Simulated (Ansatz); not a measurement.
A made-up structure of C2H4B, doublet:

```json
{"atom": "B1", "x (Å)": "-0.8436", "y (Å)": "0.2380", "z (Å)": "-0.3483"}
{"atom": "C2", "x (Å)": "0.3614", "y (Å)": "0.2474", "z (Å)": "0.1514"}
{"atom": "C3", "x (Å)": "0.6959", "y (Å)": "-0.9152", "z (Å)": "0.2833"}
{"atom": "H4", "x (Å)": "-1.1416", "y (Å)": "1.3003", "z (Å)": "-0.4666"}
{"atom": "H5", "x (Å)": "-1.4816", "y (Å)": "-0.8415", "z (Å)": "-0.6184"}
{"atom": "H6", "x (Å)": "0.9637", "y (Å)": "1.2240", "z (Å)": "0.4066"}
{"atom": "H7", "x (Å)": "1.4458", "y (Å)": "-1.2530", "z (Å)": "0.5919"}
```

It is relaxed with PBE-D4/def2-SVP and then PBE0-D4/def2-TZVP (Ansatz 0.2.0). Atoms count as bonded within 1.22 times the sum of their covalent radii (H–H: 0.88 Å). The end point is not checked to be a true minimum.

Q: Does its bonding change? (Judge from chemistry; the calculation decides.)

A: Computed: No: no bond forms or breaks.

Where it ends: The first stage lowers the energy by 3.95 eV in 7 steps. It ends as C₂H₄B ([BH2][CH][CH]):
```csv
atom,x (Å),y (Å),z (Å)
B1,-1.0182,0.3480,-0.4197
C2,0.3982,0.1946,0.1663
C3,0.9177,-0.9948,0.3749
H4,-1.4834,1.4340,-0.6077
H5,-1.6524,-0.6281,-0.6866
H6,1.0013,1.0745,0.4204
H7,1.8367,-1.4281,0.7523
```

Labels in which every atom is bracketed show which atoms are joined, not bond orders.

For scale, one of the runs: PBE0-D4/def2-TZVP relaxation, 117 basis functions, launched by `ansatz run in.yaml --threads 2 --pin off --events-out ev --progress --plain --max-ram 4352MiB`. Hardware: 2 CPU threads of an Arm Neoverse V1, shared host. Wall time about 11 s.
